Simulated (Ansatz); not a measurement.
# CH₅O+: how energies converge with the basis set

An exercise on one series of results from a longer session: the logs are not shown, and one member is left open.

Computed with Ansatz 0.2.0, Gaussian basis. Level: one geometry, several basis sets.

Levels to be run: PBE0-D4/def2-SVP; ωB97M-V/def2-SVP; PBE0-D4/def2-QZVPP; ωB97M-V/def2-QZVPP; CCSD(T)/cc-pV(D+d)Z; CCSD(T)/cc-pV(T+d)Z; CCSD(T)/cc-pV(Q+d)Z; the functionals' def2-TZVPP values are taken from earlier runs.

## Structure used throughout

An earlier PBE0-D4 in a triple-zeta def2 set relaxation fixed the geometry.

SMILES `C[OH2+]`, 7 atoms, charge 1, spin multiplicity 1.

Atoms are counted from 1 here; the program's logs count them from 0.

Bond lengths: C1–O2 1.498 Å, C1–H3 1.086 Å, C1–H4 1.086 Å, C1–H5 1.087 Å, O2–H6 0.974 Å, O2–H7 0.974 Å. Angles: O2–C1–H3 104.9°, O2–C1–H4 104.9°, O2–C1–H5 108.6°, H3–C1–H4 111.4°, H3–C1–H5 113.1°, H4–C1–H5 113.1°, C1–O2–H6 114.4°, C1–O2–H7 114.4°, H6–O2–H7 110.3°.

Coordinates:

```
C    -0.3102   -0.4436   -0.3331
O     0.3093    0.5087    0.6432
H    -0.0134   -1.4297    0.0116
H    -1.3807   -0.2926   -0.2300
H     0.0599   -0.2101   -1.3282
H     0.0589    1.4404    0.5102
H     1.2762    0.4269    0.7263
```

The first run:

Contents of in.yaml:

```yaml
crystal:
  periodic: [false, false, false]
  atoms:
    - {symbol: C, position_ang: [-0.310228, -0.443639, -0.333129]}
    - {symbol: O, position_ang: [0.309307, 0.508665, 0.643170]}
    - {symbol: H, position_ang: [-0.013378, -1.429728, 0.011584]}
    - {symbol: H, position_ang: [-1.380674, -0.292554, -0.229988]}
    - {symbol: H, position_ang: [0.059854, -0.210085, -1.328215]}
    - {symbol: H, position_ang: [0.058861, 1.440430, 0.510242]}
    - {symbol: H, position_ang: [1.276249, 0.426921, 0.726346]}
basis:
  gaussian: {orbitals: def2-SVP}
total_charge: 1
hamiltonian: {xc: pbe0, dispersion: d4}
output: {orbitals: {seedname: orbitals}}
```

Among the steps run: PBE0-D4 in def2-SVP; ωB97M-V in def2-SVP; PBE0-D4 in def2-QZVPP; ωB97M-V in def2-QZVPP.

One table of the session follows, with a row left open; its other results are not shown here.

It belongs to the step «Density functionals: the series». 

```
functional       basis  HOMO (eV)  LUMO (eV)
   PBE0-D4    def2-SVP          ?          ?
   PBE0-D4  def2-TZVPP     -17.31      -6.29
   PBE0-D4  def2-QZVPP     -17.32      -6.36
   ωB97M-V    def2-SVP     -19.74      -4.18
   ωB97M-V  def2-TZVPP     -19.75      -4.62
   ωB97M-V  def2-QZVPP     -19.76      -4.80
```

Estimate the missing values for PBE0-D4, def2-SVP.

As computed: HOMO (eV): -17.31; LUMO (eV): -5.96.
